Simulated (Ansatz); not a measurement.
# AlH₃ (quintet): the correlation ladder, def2-TZVPP

An exercise on one series of results from a longer session: the logs are not shown, and one member is left open.

The runs use Ansatz 0.2.0, Gaussian basis; def2-TZVPP, core rule «outside noble gas», up to 5 orbitals frozen.

To be run: UHF; ROHF; CCSD(T) on UHF.

2 further runs of the same task are left out: 2 set aside as unsound or not needed.

## The geometry

The geometry is a PBE0/def2-TZVP stationary point (not a proven minimum) of the parent state, kept for this charge and spin.

4 atoms, charge 0, spin multiplicity 5.

Atoms are counted from 1 here; the program's logs count them from 0.

Bond lengths: Al1–H2 1.590 Å, Al1–H3 1.843 Å, Al1–H4 1.843 Å, H3–H4 0.841 Å. Angles: H2–Al1–H3 101.8°, H2–Al1–H4 101.8°, H3–Al1–H4 26.4°, Al1–H3–H4 76.8°, Al1–H4–H3 76.8°.

Set-up of the first run:

in.yaml

```yaml
crystal:
  periodic: [false, false, false]
  atoms:
    - {symbol: Al, position_ang: [0.000000, 0.074413, -0.095633]}
    - {symbol: H, position_ang: [0.000000, -1.372409, -0.753982]}
    - {symbol: H, position_ang: [0.420650, -0.309773, 1.656991]}
    - {symbol: H, position_ang: [-0.420650, -0.309773, 1.656991]}
basis:
  gaussian: {orbitals: def2-TZVPP}
magnetization: {spin_polarized: true, initial_magnetization: 4}
hamiltonian: {xc: hf}
output: {orbitals: {seedname: orbitals}}
```

The run is started by

```sh
ansatz run in.yaml --threads 1 --pin off --events-out ev --progress --plain --max-ram 2816MiB --backend cpu
```

Steps of the session up to this table: UHF; ROHF; CCSD(T) on UHF.

One of the session's tables, all rows but one given; the rest of the session is left out.

It belongs to the step «Misses and costs». 

| method | from UCCSD(T) (meV) |
| --- | --- |
| ROHF | ? |
| UHF | +2114.1 |
| UMP2 | +515.8 |
| UCCSD | +47.8 |
| UCCSD(T) | 0 |

**Question.** Estimate the row for ROHF.

**Answer.** from UCCSD(T) (meV): +2138.6. In the column «from UCCSD(T) (meV)» it is the highest.
